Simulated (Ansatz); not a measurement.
# Pulling the pair apart

The pair of H2O (SMILES O, atoms 1–3) and H2O2 (SMILES OO, atoms 4–7), both closed shells, in one local arrangement (a lower one may exist), relaxed at PBE0-D4/def2-TZVP:

```
atom    x (Å)    y (Å)    z (Å)
  O1   0.3769   0.1197  -1.4128
  H2  -0.0301  -0.4060  -2.1052
  H3  -0.3524   0.5272  -0.9277
  O4   0.3156  -0.7534   1.2048
  O5  -0.6721   0.2777   1.1781
  H6   0.6449  -0.6927   0.2874
  H7  -0.2828   0.9276   1.7752
```

H2O2 is shifted rigidly along the line between the mean atom positions of the two fragments (negative: closer). Counterpoise interaction energies in kJ/mol. Ansatz 0.2.0; basis: def2-TZVPPD; cores frozen in the correlated methods.

| shift (Å) | PBE-D4 | HF | wB97M-V |
| --- | --- | --- | --- |
| -0.19 | -26.1 | -9.2 | -25.0 |
| -0.10 | -29.8 | -15.5 | -29.0 |
| 0.00 | -31.1 | -19.0 | -30.5 |
| 0.10 | -30.8 | -20.6 | -30.3 |
| 0.23 | -28.9 | -20.8 | -28.5 |
| 0.48 | -23.6 | -18.3 | -23.1 |
| 0.95 | -14.2 | -11.8 | -13.6 |
| 1.90 | -5.0 | -4.7 | -4.9 |

Problem. What does CCSD(T) give at these shifts? (To be estimated.)

Solution. The calculation gives: -20.8, -25.3, -27.3, -27.6, -26.3, -21.8, -13.2, -4.7 kJ/mol. For zero shift, CCSD(T) at an estimated basis limit (MP2 extrapolated from triple and quadruple zeta, plus CCSD(T) − MP2 in triple zeta) gives -30.2 kJ/mol. These are counterpoise interaction energies, counted from the two frozen fragments.

No T1 diagnostic of these runs exceeds 0.012.

For scale, one of the runs: CCSD(T)/def2-TZVPPD, 188 basis functions, launched by `ansatz run in.yaml --threads 2 --pin off --events-out ev --progress --plain --max-ram 5222MiB`. The run took 47 s on 2 CPU threads of an Arm Neoverse V2 (shared host), with 2.1 GiB of host memory at its peak.
